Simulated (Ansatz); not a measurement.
Results of PBE-D3(BJ) in Ansatz (PAW) for rock-salt TiC.

Run with plane-wave cutoff 520 eV, 22×22×22 k mesh, Fermi–Dirac smearing 0.05 eV, no spin polarisation, scalar-relativistic PAW data made under PBE.

Results at a series of volumes:

| V (Å³/atom) | E − E_lowest (meV/atom) | P (GPa) |
|---|---|---|
| 9.282 | 32.71 | 18.60 |
| 9.479 | 14.06 | 11.78 |
| 9.677 | 3.41 | 5.61 |
| 9.874 | 0.00 | 0.02 |
| 10.072 | 3.14 | -5.03 |
| 10.269 | 12.20 | -9.60 |
| 10.467 | 26.62 | -13.73 |

**Question.** Estimate the bulk modulus from the pressures at 9.677 and 10.072 Å³/atom, and compare it with a fit to all energies.

**Answer.** B = −V dP/dV. Between V = 9.677 and 10.072 Å³/atom, dP/dV = (-5.03 − (5.61))/(10.072 − 9.677) = -26.9 GPa per Å³/atom; at the midpoint 9.874 Å³/atom this gives B ≈ 266 GPa. The third-order Birch–Murnaghan fit gives V0 = 9.875 Å³/atom, B0 = 265 GPa, B′ = 4.0, which lies within 1 % of that estimate.

Measured, for comparison: bulk modulus 240 GPa (temperature not stated, not corrected to a static lattice, our sources range from 235 to 268; as tabulated in Krasnenko and Brik (2013), arXiv:1306.3139); equilibrium volume per atom 10.15 Å³/atom (temperature not stated, not corrected to a static lattice; as tabulated in Zhang et al. (2018), doi:10.1088/1367-2630/aac7f0). Computed (rounded) less measured: bulk modulus not scored (sources differ), equilibrium volume per atom -2.7 %.

Static lattice: no zero-point or thermal effects.

The result took roughly 90 core-seconds.

Ansatz is a first-principles code.
